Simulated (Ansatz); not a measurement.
Input file:

```yaml
crystal:
  periodic: [false, false, false]
  atoms:
    - {symbol: P, position_ang: [0.000000, 0.024763, 0.481742]}
    - {symbol: Li, position_ang: [0.000000, -0.003666, -2.584662]}
    - {symbol: H, position_ang: [0.000000, 0.602879, 2.115471]}
    - {symbol: H, position_ang: [0.000000, -1.338603, 0.879537]}
basis:
  gaussian: {orbitals: 6-31G}
magnetization: {spin_polarized: true, initial_magnetization: 2}
correlation: {method: ccsd_t, electrons: outside_noble_gas}
accuracy: high
output: {forces: true}
```

```sh
$ ansatz run in.yaml --threads 1 --pin off --events-out ev --progress --plain --max-ram 2393MiB
```

Output:

```
566 factors; integrals over basis functions are off by at most 3.4e-9 eV
mean field evaluation 1: about -9502.1378 eV, gradient 4.9e0 eV
mean field evaluation 2: about -9502.1763 eV, gradient 5.0e0 eV
mean field evaluation 4: about -9502.7004 eV, gradient 6.8e-1 eV
mean field evaluation 8: about -9502.7343 eV, gradient 2.7e-1 eV
mean field evaluation 16: about -9502.7462 eV, gradient 1.9e-8 eV
mean field evaluation 32: about -9502.4602 eV, gradient 2.1e0 eV
mean field evaluation 64: about -9501.1489 eV, gradient 3.8e-4 eV
mean field evaluation 96: about -9500.5701 eV, gradient 1.1e-2 eV
mean field evaluation 128: about -9499.8479 eV, gradient 1.4e-3 eV
mean field evaluation 160: about -9500.7180 eV, gradient 1.7e0 eV
...
cycle  12  -2.03605713 eV  change   -3.9e-8 eV  update   8.8e-8
cycle  13  -2.03605710 eV  change    3.0e-8 eV  update   4.4e-8
cycle  14  -2.03605708 eV  change    2.0e-8 eV  update   2.7e-8
cycle  15  -2.03605705 eV  change    2.5e-8 eV  update   2.0e-8
cycle  16  -2.03605688 eV  change    1.7e-7 eV  update   6.3e-8
cycle  17  -2.03605682 eV  change    6.4e-8 eV  update   2.4e-8
cycle  18  -2.03605680 eV  change    1.9e-8 eV  update   8.7e-9
cycle  19  -2.03605680 eV  change    4.5e-9 eV  update   3.4e-9
cycle  20  -2.03605679 eV  change    1.5e-9 eV  update   1.5e-9
cycle  21  -2.03605679 eV  change   5.1e-10 eV  update  7.2e-10
perturbative correction -0.02542139 eV, -0.0009342188 hartree
the calculation of the forces begins
Total energy: -9504.80766434 eV, -349.2952390744 hartree
Atom 0 at     0.000000     0.024763     0.481742 Å, force    -0.000000     1.549217     1.828918 eV/Å
Atom 1 at     0.000000    -0.003666    -2.584662 Å, force     0.000000     0.022573    -0.008887 eV/Å
Atom 2 at     0.000000     0.602879     2.115471 Å, force     0.000000    -0.714628    -2.090836 eV/Å
Atom 3 at     0.000000    -1.338603     0.879537 Å, force     0.000000    -0.857162     0.270805 eV/Å
Dipole moment:     0.000000     0.042940     0.514332 e Å
```

Forces (eV/Å):
```
P    0.000  1.549  1.829
Li   0.000  0.023 -0.009
H    0.000 -0.715 -2.091
H    0.000 -0.857  0.271
```

Ran on 1 thread of Arm Neoverse V1, shared host: 2 s wall, 0.15 GiB peak host memory.
